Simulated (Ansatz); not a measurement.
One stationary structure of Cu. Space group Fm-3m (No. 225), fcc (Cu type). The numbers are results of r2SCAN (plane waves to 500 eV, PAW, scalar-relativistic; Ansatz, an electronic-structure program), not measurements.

```cif
data_Cu
_chemical_formula_sum 'Cu1'
_space_group_name_H-M_alt 'P 1'
_space_group_IT_number 1
_cell_length_a 2.52915
_cell_length_b 2.52915
_cell_length_c 2.52915
_cell_angle_alpha 60.000
_cell_angle_beta 60.000
_cell_angle_gamma 60.000
loop_
_space_group_symop_operation_xyz
  'x, y, z'
loop_
_atom_site_label
_atom_site_type_symbol
_atom_site_fract_x
_atom_site_fract_y
_atom_site_fract_z
_atom_site_occupancy
Cu1 Cu 0.00000 0.00000 0.00000 1
```

```json
{
  "volume_per_atom": "11.44 Å³",
  "band_gap": "zero (metallic)",
  "shortest_distances": "Cu–Cu 2.53 Å",
  "k-mesh": "22×22×22"
}
```

No spin polarisation in the result.

Measured for Cu: a 3.595 Å (static lattice; corrected from measurement; as listed in Gábor I. Csonka et al., Physical Review B (2009)). Computed minus measured — a: r2SCAN -0.5 %. The computed values are for a static lattice.

The run could not lose the symmetry of its start.
